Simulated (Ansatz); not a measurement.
Basis-set extrapolation for silane (PBE0-D4/def2-TZVP geometry, frozen core, Ansatz 0.2.0). Multiplicity 1, RHF reference.

|  | def2-TZVPP | def2-QZVPP |
| --- | --- | --- |
| HF | -291.258378 | -291.267820 |
| MP2 correlation | -0.143585 | -0.153166 |
| CCSD(T) correlation | -0.177264 | -0.185015 |

Energies in hartree. Use E(X) = E(∞) + A·exp(−7.88·√X) for Hartree–Fock and E(X) = E(∞) + B·X^(−2.97) for correlation, with X = 3 and 4.

**Question.** What is the CCSD(T) energy at the basis-set limit?

**Answer.** HF limit: -291.267820 + (-0.009442) × 0.13774 = -291.26912. Correlation limit: -0.185015 + (-0.007751) × 0.74074 = -0.19076. Total: -291.45988 hartree, 15.2 kcal/mol below CCSD(T)/def2-TZVPP.
